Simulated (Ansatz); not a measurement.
# Ir (fcc): energy against volume

Method: DFT, BLYP, plane waves (420 eV) with PAW, scalar-relativistic (Ansatz 0.2.0). The PAW files were generated under PBE, with cores re-solved for the functional.

The cell is scaled uniformly from the relaxed one, with fractional coordinates and shape fixed. Energies are extrapolated to zero smearing, pressures are those at the given smearing. Magnetic state: spin not included.

A Birch-Murnaghan fit gives V₀ = 15.24 Å³/atom, B₀ = 293 GPa, B₀′ = 5.2.

(1) What are the energy above the minimum and the pressure at 13.432 Å³/atom?

(2) What are the energy above the minimum and the pressure at 14.043 Å³/atom?

(3) What are the energy above the minimum and the pressure at 15.874 Å³/atom?

Answers

(1) 255.2 meV/atom and 51.63 GPa as computed.

(2) 102.4 meV/atom and 30.02 GPa as computed.

(3) 21.9 meV/atom and -10.36 GPa as computed.
